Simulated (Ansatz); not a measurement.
Basis-set extrapolation for C₅H₆, SMILES `C#CC1CC1` (PBE0-D4/def2-TZVP geometry, frozen core, Ansatz 0.2.0). Multiplicity 1, RHF reference.

```
                      def2-TZVPP   def2-QZVPP
                 HF  -192.805103  -192.813413
    MP2 correlation    -0.801782    -0.852021
CCSD(T) correlation    -0.871846      not run
```

Energies in hartree. Use E(X) = E(∞) + A·exp(−7.88·√X) for Hartree–Fock and E(X) = E(∞) + B·X^(−2.97) for correlation, with X = 3 and 4, and add CCSD(T) minus MP2 of the smaller set to the MP2 limit.

Question: What is the CCSD(T) energy at the basis-set limit?

Answer: HF limit: -192.813413 + (-0.008310) × 0.13774 = -192.81456. MP2 limit: -0.852021 + (-0.050239) × 0.74074 = -0.88924. Higher-order term: -0.871846 − (-0.801782) = -0.07006. Total: -193.77386 hartree, 60.8 kcal/mol below CCSD(T)/def2-TZVPP.
